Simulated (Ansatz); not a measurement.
**AlHS (quintet): from Hartree-Fock to the top rungs, def2-QZVPP**

An exercise on one series of results from a longer session: the logs are not shown, and one member is left open.

Program: Ansatz 0.2.0, Gaussian basis. Level of theory: def2-QZVPP, core rule «outside noble gas», up to 10 orbitals frozen. These are calculated values, not measurements.

Plan: UHF; ROHF; CCSD(T) on UHF.

2 further runs of the same task are left out: 2 set aside as unsound or not needed.

## The system

The geometry is a PBE0/def2-TZVP stationary point (not a proven minimum) of the parent state, kept for this charge and spin.

3 atoms, charge 0, spin multiplicity 5.

Atoms are counted from 1 here; the program's logs count them from 0.

Bond lengths: Al1–S2 2.185 Å, S2–H3 1.348 Å. Angles: Al1–S2–H3 99.2°.

Set-up of the first run:

File in.yaml:

```yaml
crystal:
  periodic: [false, false, false]
  atoms:
    - {symbol: Al, position_ang: [0.000000, 0.032224, 1.206475]}
    - {symbol: S, position_ang: [0.000000, -0.066502, -0.975876]}
    - {symbol: H, position_ang: [0.000000, 1.252993, -1.251158]}
basis:
  gaussian: {orbitals: "def2-QZVPP.json"}
magnetization: {spin_polarized: true, initial_magnetization: 4}
hamiltonian: {xc: hf}
output: {orbitals: {seedname: orbitals}}
```

Started as:

```console
ansatz run in.yaml --threads 1 --pin off --events-out ev --progress --plain --max-ram 2393MiB
```

Among the steps run: UHF; ROHF; CCSD(T) on UHF.

One of the session's tables, all rows but one given; the rest of the session is left out.

| method | from UCCSD(T) (kJ/mol) |
| --- | --- |
| ROHF | +624.8 |
| UHF | ? |
| UMP2 | +102.5 |
| UCCSD | +26.1 |
| UCCSD(T) | 0 |

Q: Estimate the row for UHF from the others.

**Answer.** from UCCSD(T) (kJ/mol): +608.4. In the column «from UCCSD(T) (kJ/mol)» it lies between UMP2 (+102.5) and ROHF (+624.8).
